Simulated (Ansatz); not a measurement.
Reaction (SMILES): O=C=S + 4 [H][H] (H2) → C (CH4) + O (H2O) + S (H2S)
B3LYP-D3(BJ)/def2-TZVP geometries, fixed; electronic energies without zero-point terms.

Core correlation in the energy of full hydrogenation at MP2 with Ansatz (a program for electronic structure), in kcal/mol: frozen core against 1s of Al to Cl frozen alone. Core-valence sets carry the plain set on hydrogen.

```tsv
basis	functions, most	frozen core
cc-pV(D+d)Z	51	-50.13
cc-pCVDZ	63	-50.45
cc-pV(T+d)Z	99	-56.55
cc-pwCVTZ	145	-55.74
cc-pCVTZ	145	-55.98
cc-pV(Q+d)Z	175	-58.31
cc-pwCVQZ	277	-58.00
cc-pCVQZ	277	-58.08
```

Q: How large is the core term in each set?

A: The largest core-valence set, cc-pCVQZ, gives a core term of 0.03 kcal/mol; the valence set cc-pV(Q+d)Z, which lacks functions for the core, gives -1.14. By row: cc-pV(D+d)Z -0.42, cc-pCVDZ -0.31, cc-pV(T+d)Z -1.70, cc-pwCVTZ 0.02, cc-pCVTZ -0.01, cc-pV(Q+d)Z -1.14, cc-pwCVQZ 0.06, cc-pCVQZ 0.03.
